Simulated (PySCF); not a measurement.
## Frontier orbitals and the lowest excitations

Species: lithium amide, H₂LiN.
Cartesian coordinates in Å at the PBE0-D3(BJ)/def2-SVP level; atoms count from 1:
```xyz
4
H2LiN angstrom
Li     1.6237   -0.1169    0.0511
N     -0.0845   -0.0134   -0.0277
H     -0.7660   -0.7739   -0.0491
H     -0.6695    0.8233   -0.0504
```

Computed, not measured: TDDFT wB97X-D/def2-SVPD, vertical, gas phase, core orbitals frozen in the response (PySCF 2.14.0, density-fitted response routines).

Frontier orbitals with the atoms that hold most of them (Löwdin shares over 4%, at most four atoms; ? is withheld):

```json
{"orbital": "LUMO+2", "ε (eV)": "1.68", "atoms": "Li1 95%, N2 4%"}
{"orbital": "LUMO+1", "ε (eV)": "1.47", "atoms": "Li1 98%"}
{"orbital": "LUMO", "ε (eV)": "?", "atoms": "?"}
{"orbital": "HOMO", "ε (eV)": "-6.59", "atoms": "N2 71%, H4 10%, H3 10%, Li1 9%"}
{"orbital": "HOMO-1", "ε (eV)": "-9.49", "atoms": "?"}
{"orbital": "HOMO-2", "ε (eV)": "-12.28", "atoms": "N2 57%, H4 21%, H3 21%"}
{"orbital": "HOMO-3", "ε (eV)": "-21.95", "atoms": "N2 53%, H4 21%, H3 21%, Li1 5%"}
```

(1) Give the leading atoms of the HOMO-1.

(2) Give the leading atoms of the LUMO.

(3) What is the LUMO energy, and the HOMO–LUMO gap?

Results:

(1) N2 (bonded to Li and 2 H) 69%; H3 (bonded to N) 11%; H4 (bonded to N) 11%; Li1 (bonded to N) 10%. By element: nitrogen 69%, hydrogen 21%, lithium 10%.

(2) Li1 (bonded to N) 98%.

(3) ε(LUMO) = 0.11 eV; the gap is 6.70 eV (0.2461 hartree).

How does S1 compare with the orbital gap of 6.70 eV?

S1 is at 2.88 eV (f = 0.046), 3.82 eV below the gap, made of HOMO→LUMO (90%). 

One configuration dominates each of S1, S2, S5 and S8. Which, and how do the shares of the two leading atoms of either orbital change from the occupied to the empty one?

- S1 (2.88 eV, f 0.046), HOMO→LUMO (90%): N2 71% → at most 2%, H4 10% → at most 2%, Li1 9% → 98%
- S2 (4.22 eV, f 0.0000), HOMO→LUMO+1 (94%): N2 71% → at most 3%, H4 10% → at most 3%, Li1 9% → 98%
- S5 (5.71 eV, f 0.028), HOMO-1→LUMO (90%): N2 69% → at most 2%, H3 11% → at most 2%, Li1 10% → 98%
- S8 (7.07 eV, f 0.019), HOMO-1→LUMO+1 (93%): N2 69% → at most 3%, H3 11% → at most 3%, Li1 10% → 98%

Löwdin shares depend on the basis, the more so with diffuse functions.
